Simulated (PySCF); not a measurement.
# The bond of Na₂+, level by level

The task here is to estimate one member of a computed series from the others.

Method: Na 6-31G(d,p), no relativity; program: PySCF 2.14.0.

Set-up of the first run:

The job is set up so:

```
atoms                         : Na, Na
charge                        : 1
basis                         : Na 6-31G(d,p)
Hamiltonian                   : no relativity
basis functions               : 36
electrons treated             : 21
masses in u                   : 22.9898, 22.9898
levels                        : PBE0, PBE, r²SCAN, BLYP, PBEsol, r²SCAN0, HSE06, HF, MP2, SCS-MP2, CCSD, CCSD(T)
grid                          : 80 radial by 434 angular points
occupations                   : held fixed by the projection of orbital angular momentum
dissociation limit            : Na+ + Na, each in its ground configuration
starting distance in angstrom : 3.250
values of 2S to try           : 1, 3
```

On the command line:

```
$ OMP_NUM_THREADS=1 python dia.py task.json out
```

Among the steps run: The job; PBE0 along the bond; PBE (GGA); r²SCAN (meta-GGA); BLYP; PBEsol; r²SCAN0 (hybrid meta-GGA); HSE06 (range-separated hybrid); UHF; Adding correlation.

One table of the session follows, with a row left open; its other results are not shown here.

Energy (eV) from each level's lowest point:

| R (Å) | UHF | UHF-MP2 | UHF-SCS-MP2 | UHF-CCSD | UHF-CCSD(T) |
| --- | --- | --- | --- | --- | --- |
| 3.111 | 0.132 | 0.124 | 0.125 | n/a | n/a |
| 3.256 | 0.067 | 0.061 | 0.062 | 0.060 | 0.060 |
| 3.401 | 0.026 | 0.022 | 0.023 | 0.022 | 0.022 |
| 3.510 | 0.009 | 0.007 | 0.007 | 0.006 | 0.006 |
| 3.618 | 0.000 | 0.000 | 0.000 | 0.000 | 0.000 |
| 3.727 | 0.000 | 0.001 | 0.001 | 0.002 | 0.002 |
| 3.871 | 0.010 | 0.014 | 0.013 | 0.014 | 0.014 |
| 4.052 | ? | ? | ? | ? | ? |
| 4.269 | 0.083 | 0.091 | 0.090 | 0.092 | 0.092 |
| 4.559 | 0.160 | 0.171 | 0.170 | n/a | n/a |

Q: Estimate the row for R (Å) = 4.052 from the others.

Worked estimate for «UHF». A straight line through the neighbours (3.871, 0.010) and (4.269, 0.083) gives 0.010 + (0.083 − 0.010) × (4.052 − 3.871) / (4.269 − 3.871) = 0.043; a parabola fitted to 4 rows on both sides gives 0.038.

**Answer.** UHF: 0.036; UHF-MP2: 0.043; UHF-SCS-MP2: 0.042; UHF-CCSD: 0.043; UHF-CCSD(T): 0.043. In «UHF» the line misses by +0.007 and the parabola by +0.002.
